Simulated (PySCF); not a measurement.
Cards and structures have been mixed up. Pair them.

Structures:
1. `c1cscn1`
2. `CC(C)C1=C[SiH2]C=C1F`
3. `CSCc1ccco1`
4. `[S]=[Zn]`

Card P (geometry PBE0-D3(BJ)/def2-SVP):
* Rotational constant B (linear): 5.616 GHz
* Static isotropic polarisability (CAM-B3LYP/def2-SVPD): 58.8 au
* Strongest line among the 10 lowest singlet transitions (TDDFT CAM-B3LYP/def2-SVPD): S7 at 6.23 eV (199 nm, f = 0.765)
* HOMO energy (CAM-B3LYP/def2-SVPD): -7.75 eV
* Lowest triplet excitation (Tamm–Dancoff) (TDA CAM-B3LYP/def2-SVPD): 0.40 eV

Card Q (geometry PBE0-D3(BJ)/def2-SVP):
- Rotational constants A, B, C: 3.967, 1.077, 0.930 GHz
- Static isotropic polarisability (CAM-B3LYP/def2-SVPD): 94.1 au
- Strongest line among the 10 lowest singlet transitions (TDDFT CAM-B3LYP/def2-SVPD): S2 at 5.85 eV (212 nm, f = 0.270)
- HOMO energy (CAM-B3LYP/def2-SVPD): -7.57 eV
- Isotropic shieldings of nuclei other than C and H, by class (GIAO KT2/pcSseg-1): 32 (1 O), 499 (1 S) ppm
- Point group: C1
- Lowest singlet excitation (TDDFT CAM-B3LYP/def2-SVPD): 5.25 eV (236 nm, f = 0.026)

Card R (geometry PBE0-D3(BJ)/def2-SVP):
- Rotational constants A, B, C: 2.084, 1.067, 0.781 GHz
- Static isotropic polarisability (B3LYP/def2-SVPD): 108.9 au
- Lowest singlet excitation (TDDFT B3LYP/def2-SVPD): 4.42 eV (281 nm, f = 0.045)
- Isotropic shieldings of nuclei other than C and H, by class (GIAO PBE0/pcSseg-1): 258 (1 F), 399 (1 Si) ppm
- HOMO energy (B3LYP/def2-SVPD): -6.58 eV
- Strongest line among the 10 lowest singlet transitions (TDDFT B3LYP/def2-SVPD): S10 at 7.06 eV (176 nm, f = 0.082)
- 13C chemical shifts (computed TMS as zero) by class (GIAO PBE0/pcSseg-1): 178.8 (1 C), 174.0 (1 C), 124.7 (1 C), 95.5 (1 C), 32.3 (1 C), 22.6 (2 C) ppm

Card S (geometry PBE0-D3(BJ)/def2-SVP):
- Rotational constants A, B, C: 8.565, 5.503, 3.350 GHz
- Isotropic shieldings of nuclei other than C and H, by class (GIAO PBE0/pcSseg-1): -98 (1 N), 229 (1 S) ppm
- Dipole moment (PBE0/pcSseg-1): 1.59 D
- Point group: Cs
- HOMO energy (PBE0/pcSseg-1): -7.42 eV
- 13C chemical shifts (computed TMS as zero) by class (GIAO PBE0/pcSseg-1): 156.6 (1 C), 147.7 (1 C), 126.0 (1 C) ppm

Each SMILES stands for a single optimised conformer of the isolated species, non-relativistic unless stated; the electronic structure was computed with PySCF and density fitting. NMR classes are plain means over equivalent atoms (diastereotopic ones count apart unless rotation or inversion swaps them), as if these changed places fast.

Which card belongs to which structure?

P = 4, Q = 3, R = 2, S = 1. What ties each card to its structure:
- 1 (card S), C3H3NS, monoisotopic mass 85.0 u, 5 heavy atoms: 3 C in 3 classes; point group Cs; the least shielded carbon (156.6 ppm) is an aromatic CH next to a ring nitrogen; an asymmetric top with C = 3.350 GHz; dipole 1.59 D.
- 2 (card R), C7H11FSi, monoisotopic mass 142.1 u, 9 heavy atoms: 7 C in 6 classes; the least shielded carbon (178.8 ppm) is a vinylic C–F carbon; an asymmetric top with C = 0.781 GHz, the lowest such constant on the cards; polarisability 108.9 au for 76 electrons.
- 3 (card Q), C6H8OS, monoisotopic mass 128.0 u, 8 heavy atoms: an asymmetric top with C = 0.930 GHz; polarisability 94.1 au for 68 electrons.
- 4 (card P), ZnS, monoisotopic mass 95.9 u, 2 heavy atoms: a linear rotor with B = 5.616 GHz, the highest such constant on the cards; polarisability 58.8 au for 46 electrons.
